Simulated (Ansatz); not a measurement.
## Molecular dynamics, step by step

Si2PH9, closed shell, PBE-D4/def2-SVP (Ansatz 0.2.0). Settings (timestep in fs, temperature in K; T counts 30 degrees of freedom):

```yaml
hamiltonian: {xc: pbe, dispersion: d4}
md: {n_steps: 80, timestep: 0.5, temperature: 300, ensemble: nve, seed: 522, initial_velocities: maxwell_boltzmann}
```

Start, the saddle point found with PBE0-D4 in triple zeta (not stationary at another level):

Si1  (-0.412, -0.320, -0.891)
H2  (1.348, 0.096, -0.329)
H3  (0.148, -0.899, -2.146)
H4  (-1.866, -0.144, -1.253)
Si5  (-0.171, -1.563, 1.060)
H6  (1.250, 1.171, 0.439)
P7  (0.033, 1.812, -0.164)
H8  (0.313, -0.628, 2.115)
H9  (-1.426, -2.203, 1.547)
H10  (0.846, -2.624, 0.842)
H11  (-0.829, 2.963, 0.025)
H12  (0.766, 2.339, -1.245)
(Å)

```csv
step,time (fs),potential energy less the start (meV),kinetic energy (meV),T (K)
0,0.00,0.0,387.8,300
5,2.50,29.2,359.2,278
10,5.00,-1.7,390.7,302
15,7.50,-297.4,685.2,530
20,10.00,-371.2,760.4,588
25,12.50,-907.0,1290.0,998
30,15.00,-1017.0,1406.8,1088
35,17.50,-1607.9,1988.6,1538
40,20.00,-1523.0,1908.5,1476
45,22.50,-1503.0,1891.8,1464
50,25.00,-1614.0,1999.1,1547
55,27.50,-1260.0,1656.0,1281
60,30.00,-1330.9,1716.3,1328
65,32.50,-1102.0,1491.3,1154
70,35.00,-1120.1,1505.3,1165
75,37.50,-1338.1,1719.0,1330
80,40.00,-1177.9,1568.2,1213
```

Step 40, positions (Å) and forces (eV/Å):

```tsv
atom	x	y	z	Fx	Fy	Fz
Si1	-0.453	-0.359	-0.906	-1.210	1.504	0.107
H2	2.263	-0.366	0.053	0.940	-4.085	-1.556
H3	0.265	-0.849	-2.115	0.250	-0.035	-0.132
H4	-1.979	-0.339	-1.243	0.786	-0.030	0.097
Si5	-0.171	-1.572	1.057	1.370	-0.798	0.061
H6	2.141	0.254	0.286	-0.694	4.081	1.551
P7	0.016	1.919	-0.132	-0.775	-0.238	-0.691
H8	0.417	-0.615	2.098	-0.164	-0.387	-0.234
H9	-1.434	-2.161	1.576	-0.292	-0.101	0.068
H10	0.846	-2.768	0.750	-0.756	0.917	0.390
H11	-1.179	2.563	-0.754	0.693	-0.491	0.323
H12	0.896	2.443	-1.163	-0.148	-0.338	0.016
```

Last step (80):

```
atom    x (Å)    y (Å)    z (Å)
 Si1  -0.5319  -0.2571  -0.8941
  H2   4.2365  -1.2510   0.2336
  H3   0.6018  -0.5325  -1.8952
  H4  -1.8905  -0.5766  -1.5410
 Si5  -0.1464  -1.6203   1.0691
  H6   3.6195  -0.6040   0.5115
  P7  -0.0599   1.9670  -0.1566
  H8   0.4220  -0.7939   2.2116
  H9  -1.5684  -2.0648   1.5009
 H10   0.7221  -2.8615   0.9996
 H11  -1.0890   1.9831  -1.2542
 H12   1.0092   1.8600  -1.1675
```

The run took about 80 s on 4 CPU threads of an Intel Xeon Platinum 8259CL (shared host).
